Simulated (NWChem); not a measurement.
Everything below was run with NWChem. System: CH, charge 0, spin multiplicity 2, at a geometry optimised with UPBE0/def2-SVP. The structure started from a generated list of species. Its SCF solution wasn't tested for a lower state. Level: UHF/def2-TZVP.

Input file:

```
start mol
memory heap 200 mb stack 900 mb global 1100 mb
geometry units angstroms nocenter noautoz
  C      0.000000     0.000000     0.162037
  H      0.000000     0.000000    -0.972224
  symmetry group C2v
end
basis spherical
  * library def2-tzvp
end
scf
  uhf
  nopen 1
  maxiter 100
  thresh 1e-7
  semidirect memsize 60000000 filesize 0
  # guess.movecs holds the orbitals of an unrestricted PBE0 run
  vectors input guess.movecs output mol.movecs
end
task scf energy
```

Part of the output:

```
             Northwest Computational Chemistry Package (NWChem) 7.3.0
             --------------------------------------------------------

                                NWChem Input Module
                                -------------------

 Scaling coordinates for geometry "geometry" by  1.889725989
 (inverse scale =  0.529177249)

 Turning off AUTOSYM since
 SYMMETRY directive was detected!

                             Geometry "geometry" -> ""
                             -------------------------

 Output coordinates in angstroms (scale by  1.889725989 to convert to a.u.)

  No.       Tag          Charge          X              Y              Z
 ---- ---------------- ---------- -------------- -------------- --------------
    1 C                    6.0000     0.00000000     0.00000000     0.16203700
    2 H                    1.0000     0.00000000     0.00000000    -0.97222400

 Effective nuclear repulsion energy (a.u.)       2.7992353559

            Nuclear Dipole moment (a.u.)
            ----------------------------
        X                 Y               Z
 ---------------- ---------------- ----------------
     0.0000000000     0.0000000000    -0.0000037795

      Symmetry information
      --------------------

 Group name             C2v
 Group number             16
 Group order               4
 No. of unique centers     2

      Symmetry unique atoms

     1    2


 Summary of "ao basis" -> "" (spherical)
 ------------------------------------------------------------------------------
       Tag                 Description            Shells   Functions and Types
 ---------------- ------------------------------  ------  ---------------------
 *                         def2-tzvp                  on all atoms

 Summary of "ao basis" -> "ao basis" (spherical)
 ------------------------------------------------------------------------------
       Tag                 Description            Shells   Functions and Types
 ---------------- ------------------------------  ------  ---------------------
 C                         def2-tzvp                11       31   5s3p2d1f
 H                         def2-tzvp                 4        6   3s1p

                                 NWChem SCF Module
                                 -----------------

  ao basis        = "ao basis"
  functions       =    37
  atoms           =     2
  alpha electrons =     4
  beta  electrons =     3
  charge          =   0.00
  wavefunction    = UHF
  use symmetry    = T
  symmetry adapt  = T

 Summary of "ao basis" -> "ao basis" (spherical)
 ------------------------------------------------------------------------------
       Tag                 Description            Shells   Functions and Types
 ---------------- ------------------------------  ------  ---------------------
 C                         def2-tzvp                11       31   5s3p2d1f
 H                         def2-tzvp                 4        6   3s1p

      Symmetry analysis of basis
      --------------------------

        a1         18
        a2          3
        b1          8
        b2          8

 Forming initial guess at       0.1s

   Symmetry analysis of molecular orbitals - initial alpha
   -------------------------------------------------------

  Numbering of irreducible representations:

     1 a1          2 a2          3 b1          4 b2

  Orbital symmetries:

     1 a1          2 a1          3 a1          4 b2          5 b1
     6 a1          7 a1          8 b2          9 a1         10 b1
[...]
 Vector    5  Occ=0.000000D+00  E= 3.323214D-02  Symmetry=b1
              MO Center=  2.0D-15, -9.3D-16,  1.2D-01, r^2= 2.0D+00
   Bfn.  Coefficient  Atom+Function         Bfn.  Coefficient  Atom+Function
  ----- ------------  ---------------      ----- ------------  ---------------
    12      0.609223  1 C  px                 6      0.319599  1 C  px
     9      0.269995  1 C  px

 Vector    6  Occ=0.000000D+00  E= 1.769642D-01  Symmetry=a1
              MO Center= -1.5D-16,  5.2D-17, -1.2D+00, r^2= 3.4D+00
   Bfn.  Coefficient  Atom+Function         Bfn.  Coefficient  Atom+Function
  ----- ------------  ---------------      ----- ------------  ---------------
    34      2.664952  2 H  s                  5     -1.101838  1 C  s
    14      0.998085  1 C  pz                 4     -0.506590  1 C  s
    33     -0.380522  2 H  s                  8      0.168705  1 C  pz

 Vector    7  Occ=0.000000D+00  E= 2.959279D-01  Symmetry=a1
              MO Center= -1.7D-14, -4.8D-15, -1.1D-01, r^2= 4.4D+00
   Bfn.  Coefficient  Atom+Function         Bfn.  Coefficient  Atom+Function
  ----- ------------  ---------------      ----- ------------  ---------------
     5      4.141234  1 C  s                 34     -2.631339  2 H  s
     4     -2.097066  1 C  s                 14     -1.214354  1 C  pz
     3      0.222094  1 C  s

                     UHF Final Beta Molecular Orbital Analysis
                     -----------------------------------------

 Vector    2  Occ=1.000000D+00  E=-7.806307D-01  Symmetry=a1
              MO Center=  1.0D-15,  4.0D-16, -3.6D-01, r^2= 7.8D-01
   Bfn.  Coefficient  Atom+Function         Bfn.  Coefficient  Atom+Function
  ----- ------------  ---------------      ----- ------------  ---------------
     4      0.379339  1 C  s                  3      0.310520  1 C  s
    33      0.215175  2 H  s                  2     -0.193086  1 C  s
    32      0.152687  2 H  s

 Vector    3  Occ=1.000000D+00  E=-4.339765D-01  Symmetry=a1
              MO Center= -3.3D-15, -4.0D-16,  3.1D-01, r^2= 1.2D+00
   Bfn.  Coefficient  Atom+Function         Bfn.  Coefficient  Atom+Function
  ----- ------------  ---------------      ----- ------------  ---------------
     8      0.318368  1 C  pz                 4      0.304978  1 C  s
    11      0.280377  1 C  pz                 5      0.273682  1 C  s
    33     -0.218428  2 H  s                  3      0.209340  1 C  s
    34     -0.153026  2 H  s

 Vector    4  Occ=0.000000D+00  E= 5.116446D-02  Symmetry=b1
              MO Center=  1.6D-15,  1.9D-16,  1.2D-01, r^2= 2.1D+00
   Bfn.  Coefficient  Atom+Function         Bfn.  Coefficient  Atom+Function
  ----- ------------  ---------------      ----- ------------  ---------------
    12      0.653077  1 C  px                 6      0.305046  1 C  px
     9      0.236436  1 C  px

 Vector    5  Occ=0.000000D+00  E= 9.979218D-02  Symmetry=b2
              MO Center= -6.8D-17, -7.6D-16,  1.2D-01, r^2= 2.4D+00
   Bfn.  Coefficient  Atom+Function         Bfn.  Coefficient  Atom+Function
  ----- ------------  ---------------      ----- ------------  ---------------
    13      0.746205  1 C  py                 7      0.280547  1 C  py
    10      0.155712  1 C  py

 Vector    6  Occ=0.000000D+00  E= 1.860732D-01  Symmetry=a1
              MO Center= -4.3D-16, -6.6D-16, -1.3D+00, r^2= 3.4D+00
   Bfn.  Coefficient  Atom+Function         Bfn.  Coefficient  Atom+Function
  ----- ------------  ---------------      ----- ------------  ---------------
    34      2.835840  2 H  s                  5     -1.315184  1 C  s
    14      1.076686  1 C  pz                 4     -0.437491  1 C  s
    33     -0.425371  2 H  s                  8      0.162848  1 C  pz

 center of mass
 --------------
 x =   0.00000000 y =   0.00000000 z =   0.14013511

 moments of inertia (a.u.)
 ------------------
           4.271548666514           0.000000000000           0.000000000000
           0.000000000000           4.271548666514           0.000000000000
           0.000000000000           0.000000000000           0.000000000000

  Mulliken analysis of the total density
  --------------------------------------

    Atom       Charge   Shell Charges
 -----------   ------   -------------------------------------------------------
    1 C    6     6.12   0.86  1.11  0.64  0.94  0.31  0.86  0.99  0.36  0.01  0.02  0.00
    2 H    1     0.88   0.26  0.49  0.12  0.02

  Mulliken analysis of the alpha density
  --------------------------------------

    Atom       Charge   Shell Charges
 -----------   ------   -------------------------------------------------------
    1 C    6     3.59   0.43  0.56  0.34  0.48  0.14  0.62  0.73  0.27  0.00  0.01  0.00
    2 H    1     0.41   0.12  0.22  0.05  0.01

   Mulliken analysis of the beta density
   -------------------------------------

    Atom       Charge   Shell Charges
 -----------   ------   -------------------------------------------------------
    1 C    6     2.53   0.43  0.56  0.31  0.45  0.17  0.23  0.27  0.10  0.00  0.01  0.00
    2 H    1     0.47   0.13  0.26  0.07  0.01

   Mulliken analysis of the spin density
   -------------------------------------

    Atom       Charge   Shell Charges
 -----------   ------   -------------------------------------------------------
    1 C    6     1.06   0.00 -0.00  0.03  0.03 -0.02  0.39  0.46  0.17  0.00  0.00 -0.00
    2 H    1    -0.06  -0.01 -0.04 -0.01  0.00

       Multipole analysis of the density wrt the origin
       ------------------------------------------------

     L   x y z        total         alpha         beta         nuclear
     -   - - -        -----         -----         ----         -------
     0   0 0 0     -0.000000     -4.000000     -3.000000      7.000000

     1   1 0 0      0.000000      0.000000      0.000000      0.000000
     1   0 1 0      0.000000      0.000000     -0.000000      0.000000
     1   0 0 1     -0.625359     -0.421017     -0.204339     -0.000004

     2   2 0 0     -4.194271     -2.408423     -1.785848      0.000000
     2   1 1 0     -0.000000     -0.000000     -0.000000      0.000000
     2   1 0 1      0.000000      0.000000      0.000000      0.000000
     2   0 2 0     -5.739602     -4.060668     -1.678935      0.000000
     2   0 1 1     -0.000000     -0.000000      0.000000      0.000000
     2   0 0 2     -5.798582     -5.087999     -4.648593      3.938011

 Task  times  cpu:        0.2s     wall:        0.2s

 Total times  cpu:        0.2s     wall:        0.2s
```
